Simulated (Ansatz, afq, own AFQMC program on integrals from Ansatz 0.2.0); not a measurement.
## BSiH3⁺, doublet: AFQMC among the cluster methods

```yaml
atoms:
  - { symbol: Si, position_ang: [0.0091, 0.0000, 0.6016] }
  - { symbol: B, position_ang: [0.0825, 0.0000, -1.2150] }
  - { symbol: H, position_ang: [-0.6559, -0.9412, -0.6669] }
  - { symbol: H, position_ang: [-0.6559, 0.9412, -0.6669] }
  - { symbol: H, position_ang: [0.1724, 0.0000, -2.3958] }
```

Connectivity, by distances: Si–BH, 2 bridging H.

Basis aug-cc-pVDZ. Noble-gas cores (and the filled d shells of Ga–Kr and In–Xe) are frozen. Integrals, coupled cluster, full CI and functionals: Ansatz 0.2.0; the random walks run on the same integrals in our own AFQMC program. The CISD trial takes its coefficients from CCSD amplitudes. Released means that phaseless walkers are propagated on without the constraint, phases kept. Error bars are statistical, one sigma.

Determinant: ROHF, the one that the program's search chose, which needn't be the lowest solution. The geometry is a PBE0/def2-TZVP stationary point of this or a neighbouring charge and spin state.

No full CI on the walks' own integrals is used here; CCSDT(Q) serves as the reference and is uncertain by about the last step of the cluster series.

Cautions: a spin-contaminated unrestricted determinant lies lower (UHF 170 meV lower, ⟨S²⟩ 0.82).

- T1 diagnostic: 0.0371
- weight of the determinant in the CISD state: 0.863
- size of the correlated space: 9 electrons in 71 orbitals

```csv
level,correlation energy (eV)
MP2,-4.4782
CCSD,-5.4840
CCSD(T),-5.6761
```

Task: Estimate where AFQMC with the constraint released lies against CCSD(T) on the same integrals.

Result: 3.6 ± 0.5 kJ/mol below CCSD(T).

Reference: CCSDT(Q), correlation energy -5.720 eV. The released energy is read at 1.50 1/Eh (meV from the phaseless value at times in 1/Eh: -6 ± 5 at 0.24, -11 ± 4 at 0.50, -8 ± 3 at 1.00, -5 ± 5 at 1.50).

| level | E − E(reference) (kJ/mol) | share of correlation (%) |
| --- | --- | --- |
| CCSD(T) | 4.3 | 99.23 |
| CCSDT | 0.8 | 99.86 |
| ph-AFQMC/CISD | 1.1 ± 0.5 | 99.80 |
| released AFQMC | 0.7 ± 0.5 | 99.88 |

A walk keeps the symmetry of its determinant, which the program's search chose and which needn't be the lowest solution, so a lower state of the same spin and another symmetry isn't excluded. Released energies are given only where the last usable release times agree within the noise; a slower fall can still hide under it.
